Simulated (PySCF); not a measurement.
Compound: C4H4O2.
SMILES: `C=C=CC(=O)O`

Method used: MP2 and CCSD/aug-cc-pVDZ in PySCF, restricted Hartree–Fock reference, 6 core orbitals frozen, non-relativistic, gas phase, PBE0-D3(BJ)/def2-SVP geometry.

E(HF) = -303.52793 Eh.

How large is the problem?

174 basis functions and 44 electrons; 6 orbitals frozen, which leaves o = 16 correlated occupied and v = 152 virtual orbitals. That is o·v = 2432 singles and o·v(o·v + 1)/2 = 2958528 distinct closed-shell doubles amplitudes before symmetry; the costliest CCSD step grows as o²v⁴ = 1.4 × 10^11.

What are the MP2 and CCSD correlation energies?

MP2 -0.9153 Eh and CCSD -0.9464 Eh, which gives totals of -304.44323 and -304.47435 Eh. That is 0.805 eV for each correlated electron at CCSD (2485 kJ/mol in all, 0.311 % of the total energy); MP2 gives 96.7 % of the CCSD value.

What is the T1 diagnostic?

0.0161, below the customary warning level of 0.02. It is the norm of the spatial-orbital singles amplitudes over the root of the number of correlated electrons, so the norm is 0.091.

How does correlation change the dipole moment?

HF gives 1.84 D and CCSD (unrelaxed density) 1.47 D, a change of -0.37 D; the two vectors are 6° apart.

No triples correction and no basis-set extrapolation were made.

Conformer computed: `[CH2:1]=[C:2]=[CH:3][C:4](=[O:5])[OH:6]`: C2–C3–C4–O5 -1°, H–O6–C4–C3 180°.

One conformer stands for the species.
